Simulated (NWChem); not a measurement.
SiH2 cation, doublet; SMILES of the neutral closed-shell parent [SiH2]

```xyz
3

Si     0.0000     0.0000     0.0936
H      1.2890     0.0000    -0.6549
H     -1.2890     0.0000    -0.6549
```
Atoms are numbered in this order, from 1.

In the optimisation the excess spin sits in a1 (C2v, its own frame). Structure relaxed at the PBE0-D3(BJ)/def2-TZVP, spin-unrestricted level. The spin multiplicity was typed, not searched, and may not be the lowest. No stability test was run on the SCF state.

Symmetry labels are those of C2v in the frame above (b1 and b2, or b-type labels, depend on it).

Problem. List the 4 lowest vertical excitations from CAM-B3LYP/def2-SVP, spin-unrestricted, TDA (NWChem).

Solution. 
```json
[
 {"state": "state 1", "energy (eV)": "2.01", "oscillator strength": "0.007", "symmetry of the excitation": "b2", "<S²>": "0.75"},
 {"state": "state 2", "energy (eV)": "4.67", "oscillator strength": "0.009", "symmetry of the excitation": "b1", "<S²>": "0.78"},
 {"state": "state 3", "energy (eV)": "4.94", "oscillator strength": "0.000", "symmetry of the excitation": "a2", "<S²>": "2.73"},
 {"state": "state 4", "energy (eV)": "5.62", "oscillator strength": "0.000", "symmetry of the excitation": "a2", "<S²>": "0.77"}
]
```
